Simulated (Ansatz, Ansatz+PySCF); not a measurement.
```yaml
atoms:
  - { symbol: C, position_ang: [0.0386, -0.9284, -0.0971] }
  - { symbol: O, position_ang: [-0.0218, -0.9591, 1.1428] }
  - { symbol: O, position_ang: [-0.0423, 0.1483, -0.8761] }
  - { symbol: C, position_ang: [-0.0381, 1.3770, -0.1604] }
  - { symbol: H, position_ang: [0.0206, -1.8700, -0.7323] }
  - { symbol: H, position_ang: [0.0463, 2.1684, -0.9492] }
  - { symbol: H, position_ang: [-0.8881, 1.5510, 0.4717] }
  - { symbol: H, position_ang: [0.8953, 1.5548, 0.4591] }
```

RHF on singlet C₂H₄O₂ was run in several spherical basis sets with Ansatz (development build ahead of 0.2.0).

(1) Rank the basis sets by the total energy that they give, lowest first, with the distance from the lowest.
A. def2-TZVP
B. 6-31G
C. 6-31G(d)
D. cc-pVTZ
E. def2-SVP
F. cc-pVDZ

Answers

(1) A (0.00 eV), D (0.23 eV), F (2.12 eV), C (2.67 eV), B (5.78 eV), E (7.36 eV).

Totals follow the description of the cores as much as that of the bonds, so this order isn't one of quality for chemistry.
